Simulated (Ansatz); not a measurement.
**AlO+ (triplet): from Hartree-Fock to the top rungs, def2-TZVPP**

An exercise on one series of results from a longer session: the logs are not shown, and one member is left open.

Program: Ansatz 0.2.0, Gaussian basis. Level of theory: def2-TZVPP, core rule «outside noble gas», up to 6 orbitals frozen. These are calculated values, not measurements.

The runs, in order: UHF; ROHF; CCSD(T) on UHF.

2 further runs of the same task are left out: 2 set aside as unsound or not needed.

## The geometry

The geometry is a PBE0/def2-TZVP stationary point (not a proven minimum).

2 atoms, charge 1, spin multiplicity 3.

Atoms are counted from 1 here; the program's logs count them from 0.

Bond lengths: Al1–O2 1.733 Å.

The first run:

Contents of in.yaml:

```yaml
crystal:
  periodic: [false, false, false]
  atoms:
    - {symbol: Al, position_ang: [0.000000, 0.000000, 0.000000]}
    - {symbol: O, position_ang: [0.000000, 0.000000, 1.732900]}
basis:
  gaussian: {orbitals: def2-TZVPP}
total_charge: 1
magnetization: {spin_polarized: true, initial_magnetization: 2}
hamiltonian: {xc: hf}
output: {orbitals: {seedname: orbitals}}
```

The run is started by

```console
> ansatz run in.yaml --threads 1 --pin off --events-out ev --progress --plain --max-ram 4096MiB --backend cpu
```

Steps of the session up to this table: UHF; ROHF; CCSD(T) on UHF.

One table of the session follows, with a row left open; its other results are not shown here.

| method | from UCCSD(T) (meV) |
| --- | --- |
| ROHF | +6517.0 |
| UHF | +6344.3 |
| UMP2 | ? |
| UCCSD | +223.3 |
| UCCSD(T) | 0 |

**Question.** Estimate the row for UMP2.

**Answer.** from UCCSD(T) (meV): +600.3. In the column «from UCCSD(T) (meV)» it lies between UCCSD (+223.3) and UHF (+6344.3).
